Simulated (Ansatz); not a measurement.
Reaction: C3H5Cl (SMILES C/C=C/Cl) → CH3 (SMILES [CH3], doublet) + C2H2Cl (SMILES Cl/C=[C]\[H], doublet) (the C-C bond breaks)
Each species at its own B3LYP-D3(BJ)/def2-TZVP minimum (Ansatz, an electronic-structure program).

Property: bond dissociation energy (electronic), in kcal/mol. Open shells are spin-unrestricted; no spin-orbit coupling. CBS(X,Y): correlation extrapolated as X^-3, Hartree-Fock from the larger set. A bracket is a step between two methods taken in the basis named. Functionals run without relativity, which enters their misses. Double hybrids freeze cores in their MP2 part. '+ core + X2C': CCSD(T) terms for core correlation (cc-pwCVTZ, 1s frozen past Ne) and scalar relativity (cc-pVTZ-DK). The UHF reference of C2H2Cl ([H]/[C]=C\Cl, doublet) is spin-contaminated (<S^2> up to 0.20 over the pure value in the sets run).

CCSD(T)/CBS(cc-pV(T+d)Z,cc-pV(Q+d)Z) + [CCSDT(Q) - CCSD(T)]/cc-pV(D+d)Z + core + X2C (Ansatz) gives 109.1 kcal/mol.

**Question.** What does PBE/def2-TZVPD (Ansatz) give here, and how do the other levels compare?

**Answer.** PBE gives 106.5 kcal/mol, 2.6 kcal/mol below it. Differences of the others: B2PLYP/def2-TZVPD (Ansatz) -3.6; CCSD(T)/CBS(cc-pV(T+d)Z,cc-pV(Q+d)Z) + core + X2C (Ansatz) 0.5 kcal/mol.
